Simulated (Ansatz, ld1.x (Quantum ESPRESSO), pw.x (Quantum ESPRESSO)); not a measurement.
**vanadium (V) (diamond): variants of one RRKJ potential in the solid**

- Element: vanadium (V)
- Generator: ld1.x (Quantum ESPRESSO) 7.5
- Type: norm-conserving RRKJ (Kleinman–Bylander form)
- Functional: LDA (PW92)
- Relativity: scalar-relativistic
- Frozen core: [Ar]
- Valence charge: 5
- Reference configuration: 3d3 4s2 4p0
- Partial waves: 4p (bound, empty): rc 3.35 bohr; 3d (bound): rc 1.45 bohr; 4s (bound): rc 2.55 bohr
- Local potential: the s channel
- Core correction: a·sin(br)/r model core, default radius (core density twice the valence density)
- rho0: 0.005

Crystal test: diamond V in pw.x 7.5, no spin, 9³ k-points, Fermi–Dirac smearing 0.01 Ry, cutoffs set for each file from its atomic test. The reference is all-electron LAPW (Ansatz 0.2.0) with the same functional, mesh and smearing; V0 and B0 come from Birch–Murnaghan fits to the pressures at five volumes. Errors are pseudo minus all-electron; Δ is the rms difference of the E(V) curves that follow from these fits, minima aligned, over ±6 % about the mean V0. Mesh and smearing are coarse, so the numbers serve the comparison and aren't converged zero-temperature values; the lattice is a test structure that the element need not adopt.

All-electron: a0 = 5.108 Å (V0 = 16.66 Å³/atom), B0 = 78.0 GPa.

Base: The largest radius (3.35 bohr) exceeds half the bond length (2.09 bohr), so the spheres overlap, which is one possible source of error among others. This is a poor potential for the solid. Atomic configuration tests: 1 of 9 tests not solved or not reliable.

1 further variants are left out: they gave no file fit for a test, a broken result, the same result as the base, or pressures whose basis-set error rivals the error shown.

A dash in a converged row means that the minimum lies outside the volumes sampled.

```tsv
change	cutoffs (Ry)	pw.x	mean pressure error (GPa)
base	110/440	converged	+12.44
wave 3d (bound): rc 1.45 bohr becomes 3d (bound): rc 1.30 bohr	120/480	converged	+12.76
wave 3d (bound): rc 1.45 bohr becomes 3d (bound): rc 1.60 bohr	85/340	converged	+12.15
wave 3d (bound): rc 1.45 bohr becomes 3d (bound): rc 1.90 bohr	75/300	converged	+11.52
```

(1) Give the row for: wave 3d (bound): rc 1.45 bohr becomes 3d (bound): rc 2.02 bohr.

## Answers

(1) pw.x: converged; mean pressure error (GPa): +10.92.
